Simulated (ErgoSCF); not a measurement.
# [H2S2]−: a chain of runs

We compute a series of 11 runs (UHF/STO-3G, HF/3-21G, UHF/3-21G, HF/6-31G, UHF/6-31G, HF/6-31G*, UHF/6-31G*, HF/6-31G**, and more) of H2S2. 

The calculation is run with ErgoSCF 3.8.

2 further runs of the same task are left out: 2 set aside as unsound or not needed.

## Step 1: The structure to begin with

[H2S2]− has 4 atoms, charge -1, and is taken as a doublet. The coordinates come from a GFN2-xTB relaxation. That shape belongs to the parent species and isn't relaxed for this state.

Bond lengths: S1–S2 2.045 Å, S1–H3 1.340 Å, S2–H4 1.340 Å. Angles: S1–S2–H4 98.2°, S2–S1–H3 98.1°.

## Step 2: The energy at UHF/STO-3G (run 1)

File geom.xyz:

```xyz
4

S     -0.427380    -0.511820    -0.893940
S     -0.422510     0.717510     0.740680
H      0.706880    -0.077850    -1.459730
H      0.143010    -0.127830     1.612990
```

File run.inp:

```
set_nthreads(1)
molecule "geom.xyz"
charge = -1
spin_polarization = 1
tmpdir = "."
scf.use_diagonalization = 1
scf.output_mulliken_pop = 1
basis = "STO-3G"
scf.max_number_of_iterations = 70
run "HF"
```

The basis set STO-3G is read from a file made from the Basis Set Exchange's data (not shown).

Started as:

```console
$ ergo run.inp
```

The program printed, cut to the lines that bear on the results:

```text
[...]
INSC SCF_general constructor, number of basis functions: 20
[...]
INSC Energy   1 =       -771.49758541519
[...]
INDE E_LUMO =          0.76646930185
[...]
INSC Energy  11 =       -787.16509390204  ( diff     -0.000000000036493 )
[...]
RESC CONVERGED after  11 iterations.
RESC FINAL ENERGY:       -787.16509390204
RESC FINAL <S2> =          0.75381158557
[...]
INSC SCF: dipole_moment_x [atomic units] =       0.82504531
INSC SCF: dipole_moment_y [atomic units] =      -0.19967806
INSC SCF: dipole_moment_z [atomic units] =       0.14861393
[...]
```

It took 2.5 s on 1 thread of Intel Xeon at 2.50GHz (Skylake/Cascade Lake), shared host; peak memory 0.31 GiB.

## Step 3: Singlet neutral H2S2: the energy at HF/3-21G (run 2)

geom.xyz is that of step 2.

File input.ego:

```
set_nthreads(1)
scf.max_number_of_iterations = 70
scf.use_diagonalization = 1
scf.output_mulliken_pop = 1
tmpdir = "."
spin_polarization = 0
basis = "3-21G"
molecule "geom.xyz"
run "HF"
```

The basis set 3-21G is read from a file made from the Basis Set Exchange's data (not shown).

Started as:

```console
$ ergo < input.ego
```

The program printed, cut to the lines that bear on the results:

```text
[...]
INSC SCF_general constructor, number of basis functions: 30
[...]
INSC Energy   1 =       -588.20747992652
[...]
INDE E_LUMO =          0.09603070530
[...]
INSC Energy  12 =       -792.24166308913  ( diff     -0.000000000009777 )
[...]
RESC CONVERGED after  12 iterations.
RESC FINAL ENERGY:       -792.24166308913
[...]
INSC SCF: dipole_moment_x [atomic units] =       0.73006462
INSC SCF: dipole_moment_y [atomic units] =      -0.17738361
INSC SCF: dipole_moment_z [atomic units] =       0.13107333
[...]
```

Wall time 2.4 s (1 thread of Intel Xeon at 2.50GHz (Skylake/Cascade Lake), shared host); peak memory 0.31 GiB.

Runs 3 to 6 aren't shown in full; the table further down has their settings and results.

## Step 4: The energy at UHF/6-31G(d) (spherical functions) (run 7)

geom.xyz is that of step 3.

Changes to run.inp since step 2:

```diff
@@ -7,3 +7,3 @@
 scf.output_mulliken_pop = 1
-basis = "STO-3G"
+basis = "6-31G*"
 scf.max_number_of_iterations = 70
```

The basis set 6-31G* is read from a file made from the Basis Set Exchange's data (not shown).

Started as:

```console
$ ergo run.inp
```

The program printed, cut to the lines that bear on the results:

```text
[...]
INSC SCF_general constructor, number of basis functions: 40
[...]
INSC Energy   1 =       -488.26717717905
[...]
INDE E_LUMO =          0.37490655694
[...]
INSC Energy  18 =       -796.09119775277  ( diff     -0.000000000003297 )
[...]
RESC CONVERGED after  18 iterations.
RESC FINAL ENERGY:       -796.09119775277
RESC FINAL <S2> =          0.76327803046
[...]
INSC SCF: dipole_moment_x [atomic units] =       1.18053448
INSC SCF: dipole_moment_y [atomic units] =      -0.28581148
INSC SCF: dipole_moment_z [atomic units] =       0.21283430
[...]
```

Wall time 20 s (1 thread of Intel Xeon at 2.50GHz (Skylake/Cascade Lake), shared host); peak memory 0.31 GiB.

Runs 8 to 10 aren't shown in full; the table further down has their settings and results.

## Step 5: The energy at UHF/6-311G(d,p) (run 11)

geom.xyz is that of step 4.

Changes to run.inp since step 4:

```diff
@@ -7,3 +7,3 @@
 scf.output_mulliken_pop = 1
-basis = "6-31G*"
+basis = "6-311G**"
 scf.max_number_of_iterations = 70
```

The basis set 6-311G** is read from a file made from the Basis Set Exchange's data (not shown).

Started as:

```console
$ ergo run.inp
```

The program printed, cut to the lines that bear on the results:

```text
[...]
INSC SCF_general constructor, number of basis functions: 64
[...]
INSC Energy   1 =       -472.90877211214
[...]
INDE E_LUMO =          0.30747278238
[...]
INSC Energy  18 =       -796.16347564532  ( diff     -0.000000000128011 )
[...]
RESC CONVERGED after  18 iterations.
RESC FINAL ENERGY:       -796.16347564532
RESC FINAL <S2> =          0.76243407852
[...]
INSC SCF: dipole_moment_x [atomic units] =       1.16706791
INSC SCF: dipole_moment_y [atomic units] =      -0.28283375
INSC SCF: dipole_moment_z [atomic units] =       0.21038747
[...]
```

Run time: 38 s. Hardware: 1 thread of Intel Xeon at 2.50GHz (Skylake/Cascade Lake), shared host; peak memory 0.31 GiB.

## Step 6: All runs side by side

```csv
run,level,partner,energy (Eh),⟨S²⟩,wall time
1,UHF/STO-3G,anion,-787.165094,0.754,2.5 s
2,HF/3-21G,base,-792.241663,–,2.4 s
3,UHF/3-21G,anion,-792.170569,0.757,4.2 s
4,HF/6-31G,base,-796.086057,–,4.8 s
5,UHF/6-31G,anion,-796.019221,0.757,8.7 s
6,HF/6-31G* (spherical functions),base,-796.170665,–,11 s
7,UHF/6-31G* (spherical functions),anion,-796.091198,0.763,20 s
8,HF/6-31G** (spherical functions),base,-796.178654,–,14 s
9,UHF/6-31G** (spherical functions),anion,-796.098854,0.763,26 s
10,HF/6-311G**,base,-796.229559,–,20 s
11,UHF/6-311G**,anion,-796.163476,0.762,38 s
```

## Step 7: What came out

| quantity | value |
| --- | --- |
| run 11, UHF/6-311G**: total energy | -796.16348 Eh |
| run 11, UHF/6-311G**: ⟨S²⟩ | 0.762 |
| vertical electron affinity (to the doublet anion), HF/3-21G | -1.935 eV |
| vertical electron affinity (to the doublet anion), HF/6-31G | -1.819 eV |
| vertical electron affinity (to the doublet anion), HF/6-31G* | -2.162 eV |
| vertical electron affinity (to the doublet anion), HF/6-31G** | -2.171 eV |
| vertical electron affinity (to the doublet anion), HF/6-311G** | -1.798 eV |

**Reading.** At HF/3-21G: the anion lies 1.93 eV (45 kcal/mol) above the neutral: the electron isn't bound at this level, and such a value depends on the basis. Without diffuse functions anions come out too high. Hartree–Fock misses the correlation that binds many anions. At HF/6-31G: the anion lies 1.82 eV (175 kJ/mol) above the neutral: the electron isn't bound at this level, and such a value depends on the basis. At HF/6-31G*: the anion lies 2.16 eV (209 kJ/mol) above the neutral: the electron isn't bound at this level, and such a value depends on the basis. At HF/6-31G**: the anion lies 2.17 eV (210 kJ/mol) above the neutral: the electron isn't bound at this level, and such a value depends on the basis. At HF/6-311G**: the anion lies 1.80 eV (174 kJ/mol) above the neutral: the electron isn't bound at this level, and such a value depends on the basis. In run 1 the basis is minimal, so the values are rough. All runs together took 2.5 min, the longest 38 s.
